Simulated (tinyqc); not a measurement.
Worked calculation: UHF in the sto-6g basis, for LiH, spin multiplicity 1. This run ends on a higher stationary point, not on the lowest solution. One step of it, computed by the program tinyqc.

Task: Iteration 3: DIIS coefficients. Solve [B -1; -1 0][c; lambda] = [0; -1] for the coefficients, which sum to one.

B (overlaps of the stored error matrices):
```
                1               2              3
1   3.2283354e-02  -3.4307945e-03  3.8612734e-03
2  -3.4307945e-03   4.9057703e-03  1.4700477e-03
3   3.8612734e-03   1.4700477e-03  1.3825329e-03
```

Give: DIIS coefficients.

Result:

DIIS coefficients: -0.276  -0.635  1.911
